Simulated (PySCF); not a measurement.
Structure problem from calculated spectra and properties.

Formula: C3H6O2S.

| Item | Value |
| --- | --- |
| Dipole | 4.58 D [PBE0/pcSseg-1] |
| NMR, other nuclei | isotropic shieldings of nuclei other than C and H, by class: 124 (2 O), 208 (1 S) ppm [GIAO PBE0/pcSseg-1] |
| 13C NMR | chemical shifts (computed TMS as zero) by class: 148.1 (1 C), 137.7 (1 C), 46.1 (1 C) ppm [GIAO PBE0/pcSseg-1] |
| Rotational structure | rotational constants A, B, C: 4.435, 2.484, 2.472 GHz [PBE0-D3(BJ)/def2-SVP] |
| 1H NMR | chemical shifts (computed TMS as zero) by class: 6.79 (1 H), 6.57 (1 H), 6.35 (1 H), 2.60 (3 H) ppm [GIAO PBE0/pcSseg-1] |

The electronic properties come from PySCF, for the isolated species, density fitting. Levels stand in brackets. One conformer (not necessarily the lowest) at the PBE0-D3(BJ)/def2-SVP geometry, without solvent, vibrations or thermal averaging. NMR values are class means; diastereotopic atoms form classes of their own.

Q: What is the compound? Reason from the data.

A: Numbering: `[CH2:1]=[CH:2][S:3]([CH3:4])(=[O:5])=[O:6]`. 3 carbons fall into 3 classes; from least to most shielded: alkene CH carbon [C2] (148.1 ppm), terminal =CH2 carbon [C1] (137.7 ppm), S-methyl carbon [C4] (46.1 ppm). Hydrogen classes from least to most shielded: 1 H on a terminal =CH2 carbon, C1 (6.79 ppm), 1 H on an alkene CH carbon, C2 (6.57 ppm), 1 H on a terminal =CH2 carbon, C1 (6.35 ppm), 3 H on an S-methyl carbon, C4 (2.60 ppm, a mean of values up to 0.6 ppm apart in this geometry). The other shieldings belong to: 124 ppm, sulfonyl oxygen [O5/O6]; 208 ppm, sulfonyl sulfur [S3]. The optimised geometry has point group C1 and is an asymmetric top. Structure: `C=CS(C)(=O)=O`. The assignments are read from this structure; whether some other isomer fits the data as well wasn't checked.

Conformer computed: `[CH2:1]=[CH:2][S:3]([CH3:4])(=[O:5])=[O:6]`: C1–C2–S3–C4 -115°.
